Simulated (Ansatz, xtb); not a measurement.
## Relaxing a trial structure of CHMgSi

The starting geometry of this gas-phase doublet was built from a drawn formula by distance geometry and a force field; its bonds are those of `[C]1=[SiH][Mg]1`.

```yaml
atoms:
  - { symbol: C, position_ang: [1.4066, 2.9145, 1.3278] }
  - { symbol: Mg, position_ang: [-0.2293, 3.6134, 2.5927] }
  - { symbol: Si, position_ang: [-0.0012, 1.8899, 1.1980] }
  - { symbol: H, position_ang: [-0.6544, 0.6874, 0.5927] }
```

Predict what it relaxes into with r2SCAN-D4/def2-SVP.

A bond breaks, giving a structure given below by its coordinates. Contacts that open: Mg2–Si3 (2.23 → 3.40 Å).

The energy falls by 0.84 eV over 12 steps:

```json
{"step": "1", "E − E(last) (eV)": "0.842"}
{"step": "2", "E − E(last) (eV)": "0.451"}
{"step": "3", "E − E(last) (eV)": "0.229"}
{"step": "5", "E − E(last) (eV)": "0.088"}
{"step": "6", "E − E(last) (eV)": "0.033"}
{"step": "7", "E − E(last) (eV)": "0.017"}
{"step": "8", "E − E(last) (eV)": "0.006"}
{"step": "10", "E − E(last) (eV)": "0.000"}
{"step": "11", "E − E(last) (eV)": "0.000"}
{"step": "12", "E − E(last) (eV)": "0.000"}
```

Final geometry (Å):

```xyz
4

C     0.7374    2.8334    1.5703
Mg    0.3245    4.3651    2.9051
Si   -0.1997    1.5637    1.0434
H    -0.3405    0.3430    0.1925
```

From the same start GFN2-xTB reaches the same bonding as this run.

The end wasn't checked by frequencies. Open shells are spin-unrestricted. Run with Ansatz 0.2.0, 100 s on 1 thread of Arm Neoverse V2 (shared host).
